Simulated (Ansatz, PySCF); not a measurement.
Species: cyclopropene, C3H4, charge 0, multiplicity 1. 
Geometry from a B3LYP-D3(BJ)/def2-TZVP (Ansatz, a quantum-chemistry and plane-wave program) optimisation:
```xyz
7

C     -0.0054     0.0051     0.8609
C     -0.0002    -0.6463    -0.4958
C      0.0065     0.6404    -0.5035
H      0.9023     0.0040     1.4624
H     -0.9206     0.0134     1.4509
H     -0.0016    -1.5779    -1.0322
H      0.0147     1.5655    -1.0509
```

Total electronic energies in hartree. Correlated levels leave the core frozen unless marked. No spin-orbit coupling. No relativistic terms. CBS marks a two-point X^-3 extrapolation of the correlation energy; Hartree-Fock from the larger set. The bracket is a focal-point correction in the basis named.

```json
[
 {"level": "HF/def2-TZVPD", "program": "PySCF", "energy (Eh)": "-115.86787"},
 {"level": "PBE-D4/def2-TZVPD", "program": "Ansatz + dftd4", "energy (Eh)": "-116.50695"},
 {"level": "BLYP-D4/def2-TZVPD", "program": "Ansatz + dftd4", "energy (Eh)": "-116.61493"},
 {"level": "revPBE-D3(BJ)/def2-TZVPD", "program": "Ansatz + dftd3", "energy (Eh)": "-116.64348"},
 {"level": "BP86-D4/def2-TZVPD", "program": "PySCF + dftd4", "energy (Eh)": "-116.66554"},
 {"level": "r2SCAN/def2-TZVPD", "program": "Ansatz", "energy (Eh)": "-116.58679"},
 {"level": "B3LYP/def2-TZVPD", "program": "Ansatz", "energy (Eh)": "-116.66760"},
 {"level": "PBE0/def2-SVP", "program": "Ansatz", "energy (Eh)": "-116.39205"},
 {"level": "BHLYP/def2-TZVPD", "program": "Ansatz", "energy (Eh)": "-116.58483"},
 {"level": "r2SCAN0/def2-TZVPD", "program": "Ansatz", "energy (Eh)": "-116.57476"},
 {"level": "PW6B95-D4/def2-TZVPD", "program": "PySCF + dftd4", "energy (Eh)": "-116.82087"},
 {"level": "PW6B95/def2-TZVPD", "program": "PySCF", "energy (Eh)": "-116.81800"},
 {"level": "CAM-B3LYP/def2-TZVPD", "program": "Ansatz", "energy (Eh)": "-116.59206"},
 {"level": "MP2/6-31G", "program": "Ansatz", "energy (Eh)": "-116.03450"},
 {"level": "MP2/cc-pVDZ", "program": "Ansatz", "energy (Eh)": "-116.23283"},
 {"level": "MP2/cc-pwCVTZ", "program": "Ansatz", "energy (Eh)": "-116.35937"},
 {"level": "RI-MP2/aug-cc-pVTZ", "program": "Ansatz", "energy (Eh)": "-116.35920"},
 {"level": "SCS-MP2/STO-3G", "program": "Ansatz", "energy (Eh)": "-114.59030"},
 {"level": "SCS-MP2/aug-cc-pVDZ", "program": "Ansatz", "energy (Eh)": "-116.24514"},
 {"level": "CCSD/cc-pwCVTZ", "program": "Ansatz", "energy (Eh)": "-116.37989"},
 {"level": "CCSD(T) with core electrons/cc-pwCVTZ", "program": "Ansatz", "energy (Eh)": "-116.55019"},
 {"level": "RI-MP2/CBS(aug-cc-pVTZ,aug-cc-pVQZ)+[CCSD(T)-MP2]/aug-cc-pVTZ", "program": "Ansatz", "energy (Eh)": "-116.4577"},
 {"level": "RI-MP2/CBS(cc-pVTZ,cc-pVQZ)+[CCSD(T)-MP2]/cc-pVTZ", "program": "Ansatz", "energy (Eh)": "-116.4570"}
]
```

Totals of different functionals don't rank their quality; only differences between species are comparable.
